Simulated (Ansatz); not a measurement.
in.yaml

```yaml
crystal:
  periodic: [false, false, false]
  atoms:
    - {symbol: Si, position_ang: [0.000000, 0.000000, 0.000000]}
    - {symbol: S, position_ang: [0.000000, 0.000000, 6.716000]}
basis:
  gaussian: {orbitals: cc-pVDZ}
magnetization: {spin_polarized: false}
hamiltonian: {xc: {name: B3LYP}}
correlation: {method: bccd_t, electrons: outside_noble_gas}
```

```sh
$ ansatz run in.yaml --threads 1 --pin off --events-out ev --progress --plain --max-ram 2393MiB
```

The program prints:

```
377 factors; integrals over basis functions are off by at most 1.2e-4 eV
mean field evaluation 1: about -18680.5586 eV, gradient 4.2e1 eV
mean field evaluation 2: about -18680.5608 eV, gradient 4.2e1 eV
mean field evaluation 4: about -18560.8857 eV, gradient 7.9e1 eV
mean field evaluation 8: about -18704.7930 eV, gradient 7.6e0 eV
mean field evaluation 16: about -18705.3555 eV, gradient 9.4e-1 eV
mean field evaluation 32: about -18705.6574 eV, gradient 4.7e-8 eV
mean field evaluation 64: about -18674.4875 eV, gradient 5.2e1 eV
mean field evaluation 96: about -18705.3152 eV, gradient 2.2e-6 eV
mean field evaluation 128: about -18705.3152 eV, gradient 2.2e-6 eV
mean field evaluation 160: about -18705.1294 eV, gradient 7.1e0 eV
...
cycle   1  -6.79224649 eV  update   2.0e-5
cycle   2  -6.79224640 eV  change    8.2e-8 eV  update   2.1e-5
cycle   3  -6.79225553 eV  change   -9.1e-6 eV  update   2.1e-5
cycle   4  -6.79225509 eV  change    4.3e-7 eV  update   1.8e-5
cycle   5  -6.79224398 eV  change    1.1e-5 eV  update   1.7e-5
cycle   6  -6.79222314 eV  change    2.1e-5 eV  update   1.5e-5
cycle   7  -6.79221937 eV  change    3.8e-6 eV  update   1.0e-5
cycle   8  -6.79222234 eV  change   -3.0e-6 eV  update   6.7e-6
cycle   9  -6.79222708 eV  change   -4.7e-6 eV  update   5.2e-6
cycle  10  -6.79222942 eV  change   -2.3e-6 eV  update   4.0e-6
perturbative correction -0.21994307 eV, -0.0080827589 hartree
WARN: these amplitudes may be one of several solutions (largest doubles amplitude 0.34, level shift 0.21 eV)
WARN: in the space of 8 natural orbitals, full CI finds another state of this spin 2.173 eV below this run's state, or below the method's energy where it doesn't find this run's state
Total energy: -18678.44261951 eV, -686.4201055640 hartree
```

Ran on 1 thread of Arm Neoverse V1, shared host: 10 s wall, 0.16 GiB peak host memory.
